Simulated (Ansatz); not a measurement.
Input for Ansatz (development build ahead of 0.2.0):

```yaml
crystal:
  periodic: [false, false, false]
  atoms:
    - { symbol: C, position_ang: [0.00374, 0.63016, -1.22622] }
    - { symbol: C, position_ang: [0.00601, -0.62327, -1.24204] }
    - { symbol: C, position_ang: [0.00726, 1.46512, -0.14025] }
    - { symbol: C, position_ang: [-0.00653, -1.45731, -0.13938] }
    - { symbol: C, position_ang: [-0.00917, 0.70021, 1.05147] }
    - { symbol: C, position_ang: [-0.00901, -0.70679, 1.05338] }
    - { symbol: H, position_ang: [0.00799, 2.55691, -0.13576] }
    - { symbol: H, position_ang: [0.00731, -2.54761, -0.13061] }
    - { symbol: H, position_ang: [-0.0092, 1.2277, 2.01686] }
    - { symbol: H, position_ang: [0.00371, -1.22093, 2.01651] }
basis:
  gaussian: { orbitals: cc-pVDZ }
hamiltonian:
  xc: hf
correlation:
  method: mp2
  frozen_orbitals: { C: 1, H: 0 }
```

The input is written out in the form of the current development build from the run's settings.

The run gave:

```yaml
Converged: yes
Reference_energy: -229.40403 hartree
Correlation_energy: -0.79049 hartree
Total_energy: -230.19452 hartree
Spin_squared_of_the_determinant: 0.000
```

Caution: in another basis set an unrestricted determinant lies well below.
